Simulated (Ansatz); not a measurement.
What a trial cell of Ca3TiNi relaxes into

All numbers below come from Ansatz 0.2.0, DFT PBE, scalar-relativistic, plane waves, PAW. Cutoff 420 eV, Γ-centred k mesh, Gaussian smearing, collinear spin, first started from parallel moments.

The start puts Ca3TiNi on the cubic perovskite structure type (Pm-3m, No. 221), with Ti in place of Sr, Ni in place of Ti, Ca in place of O, at a guessed volume.

```yaml
crystal:
  lattice:
    - [4.69101, 0.00000, 0.00000]
    - [0.00000, 4.69101, 0.00000]
    - [0.00000, 0.00000, 4.69101]
  atoms:
    - { symbol: Ca, position: [0.00000, 0.50000, 0.50000] }
    - { symbol: Ca, position: [0.50000, 0.00000, 0.50000] }
    - { symbol: Ca, position: [0.50000, 0.50000, 0.00000] }
    - { symbol: Ti, position: [0.00000, 0.00000, 0.00000] }
    - { symbol: Ni, position: [0.50000, 0.50000, 0.50000] }
```

Steps on the 4×4×4 mesh (5 atoms). 8 of 8 steps are shown, and the free energy counts from the last. Trial steps that were taken back and renewals of the plane-wave basis can be among the rows.

| step | ΔF (meV/atom) | V (Å³/atom) | P (GPa) |
| --- | --- | --- | --- |
| 1 | 600.5 | 20.65 | 24.34 |
| 2 | 244.4 | 23.81 | 12.68 |
| 3 | 63.1 | 27.29 | 4.57 |
| 4 | 26.6 | 29.73 | 0.38 |
| 5 | 7.8 | 29.73 | 1.64 |
| 6 | 0.9 | 30.79 | 0.51 |
| 7 | 0.1 | 31.33 | 0.00 |
| 8 | 0.0 | 31.33 | -0.02 |

A final relaxation ran on a 8×8×8 mesh. The relaxed crystal, Pm-3m (No. 221):

```cif
data_structure
_symmetry_space_group_name_H-M 'Pm-3m'
_symmetry_Int_Tables_number 221
_cell_length_a 5.3875
_cell_length_b 5.3875
_cell_length_c 5.3875
_cell_angle_alpha 90.000
_cell_angle_beta 90.000
_cell_angle_gamma 90.000
_cell_volume 156.38
loop_
_atom_site_label
_atom_site_type_symbol
_atom_site_symmetry_multiplicity
_atom_site_Wyckoff_symbol
_atom_site_fract_x
_atom_site_fract_y
_atom_site_fract_z
_atom_site_occupancy
Ca1 Ca 3 c 0.00000 0.50000 0.50000 1
Ti1 Ti 1 a 0.00000 0.00000 0.00000 1
Ni1 Ni 1 b 0.50000 0.50000 0.50000 1
```

For Ca3TiNi, the volume per atom is 31.28 Å³. The density is 2.41 g/cm³. The energy over the elements is 0.43 eV/atom and the gap on the 8×8×8 mesh is 0 eV (a metal). The net moment per atom is 0.63 μB. The largest site moment is 2.29 μB.

Formation energies are uncorrected and refer to the elements' standard structures at the same level.

The final run used a 8×8×8 mesh on its 5-atom cell and 0.10 eV smearing. For metals, differences of a few meV/atom aren't resolved.

Symmetry constrained the relaxation, so the result can be a saddle point.

Cost: 3 runs of about 4.8 core-minutes in all, on Arm Neoverse N1 (shared hosts).